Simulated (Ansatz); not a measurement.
A nudged elastic band was laid between two geometries of C2H4ClNO (9 atoms, charge 0, multiplicity 1).

Computed with RKS revPBE-D4/6-31G in Ansatz 0.2.0.

- movable images: 5
- climbing image: yes
- spring: 5.0 eV/Å²
- optimiser: quadratic models (default)
- start path: through a guess of the saddle point
- force threshold: 0.03 eV/Å
- iteration limit: 60
- end points: relaxed

Image 0:

```xyz
9
Properties=species:S:1:pos:R:3
N 0.813 0.949 0.004
C 0.321 -0.296 -0.398
Cl 1.272 -1.294 -1.674
C -0.823 -0.822 0.096
O -1.593 -0.156 1.043
H 0.790 1.702 -0.688
H 1.674 0.951 0.556
H -1.236 -1.785 -0.191
H -1.129 0.706 1.235
```

Image 6:

```xyz
9
Properties=species:S:1:pos:R:3
N 1.103 1.149 -0.078
C 0.272 0.067 -0.143
Cl 0.751 -1.391 -1.368
C -0.876 -0.164 0.532
O -1.691 -1.273 0.436
H 1.094 1.834 -0.833
H 1.990 1.071 0.418
H -1.253 0.569 1.245
H -1.302 -1.908 -0.226
```

Task: What changes between the two ends?

Result: No bond is made or broken. The dihedral Cl3–C2–C4–O5 goes from -180 to 0°.

Task: Give the energies along the band, and the barrier.

Result: The run converged. The highest image is number 4 of 0 to 6, 1.84 eV above the first end and 1.90 eV above the last; the last end lies 0.05 eV below the first. Neighbouring images differ by up to 1.4 eV, so the band resolves the path poorly. A vibrational analysis at the climbing image gives one clearly imaginary mode, 299i cm⁻¹: a first-order saddle point. Limits of this set-up: no polarisation functions.

```tsv
image	path coordinate (Å)	energy (eV)	dihedral Cl3–C2–C4–O5 (°)
0	0.00	0.00	-180
1	1.72	0.27	-180
2	3.44	0.29	-176
3	5.17	0.40	-156
4	6.89	1.84	-86
5	8.50	0.58	-31
6	10.11	-0.05	0
```

Task: What is the geometry of the highest image?

Result: 
```xyz
9
Properties=species:S:1:pos:R:3
N 1.130 0.886 -0.023
C 0.298 -0.108 0.044
Cl 1.390 -1.092 -2.019
C -0.755 -0.609 0.723
O -2.107 -0.356 0.413
H 1.164 1.644 0.671
H 1.794 0.841 -0.823
H -0.639 -1.460 1.394
H -2.188 0.208 -0.398
```

The band took 32 iterations and roughly 15 core-minutes.

The run took 16 min on 1 thread of Intel(R) Xeon(R) Processor @ 2.50GHz (Skylake/Cascade Lake), with other jobs on the host, peak memory 0.12 GiB.
